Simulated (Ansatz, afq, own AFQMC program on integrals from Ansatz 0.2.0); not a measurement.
AFQMC on a folder of integrals that Ansatz 0.2.0 wrote.

```yaml
crystal:
  periodic: [false, false, false]
  atoms:
    - {symbol: B, position_ang: [0.000000, 0.000000, 0.000000]}
    - {symbol: S, position_ang: [0.000000, 0.000000, 1.607700]}
basis:
  gaussian: {orbitals: 6-31G}
total_charge: 1
magnetization: {spin_polarized: true, initial_magnetization: 2}
correlation: {method: ccsd_t, electrons: outside_noble_gas, hamiltonian_folder: ham}
```

```sh
$ ansatz run in.yaml --threads 1 --pin off --events-out ev --progress --plain --max-ram 24576MiB --backend cuda --devices 0, --max-vram 18GiB
```

afq runs on the folder ham with

```
--method free --trial cisd --walkers 50 --time-step 0.01 --max-blocks 60 --target-error 0.00068 --factor-cut 1e-05 --seed 4042 --times 0.0,0.2,0.4,0.8,1.2 --taylor-order 4
```

Times are imaginary, in 1/Eh. The walk had a cap of 60 s.

afq prints:

```
orbitals 16  electrons 5 3  factors 92 of 266
reference energy -421.72778782 Eh
CCSD correlation -0.08155115 Eh in 13 cycles, weight of the determinant in the CISD state 0.9208
repeat  energy at the last time / Eh  error
    10  -421.813212  0.000442
    20  -421.812811  0.000323
    30  -421.812868  0.000261
time / (1/Eh)  energy / Eh  error  mean overlap
  0.00  -421.809288  0.000193  1.0839
  0.20  -421.810726  0.000204  1.0767
  0.40  -421.811795  0.000283  1.0733
  0.80  -421.812804  0.000240  1.0781
  1.20  -421.812870  0.000252  1.0846
energy -421.812870 +/- 0.000252 Eh
```

The run passed its tests (error under three times the target), which doesn't prove that it has relaxed.

Against this walk (error 6.9 meV) on the same determinant: CCSD(T) 6.1 meV lower (within the noise), CCSDT(Q) 34.3 meV lower, CCSDTQ 31.8 meV lower, full CI 30.8 meV lower. The error is statistical, and a free projection of finite length keeps a remainder of its start. Full CI is exact here, so the walk's 31 meV above it is the walk's own error: what remains of the start.

Cautions: remainder of the start not in the error; lower spins were not checked.

The walk took 5 s on 1 × NVIDIA H100 80GB HBM3 with 2 threads of AMD EPYC 7R13 Processor (Zen 3), with other jobs on the host (the card was shared). The log's last line is the free-projection energy.

CCSDT and higher add their correlation energy to the determinant of the CCSD(T) run, since their own runs factorise the integrals more tightly (a shift of under 2 meV). A walk keeps the symmetry of its determinant, which the program's search chose and which needn't be the lowest solution, so a lower state of the same spin and another symmetry isn't excluded.
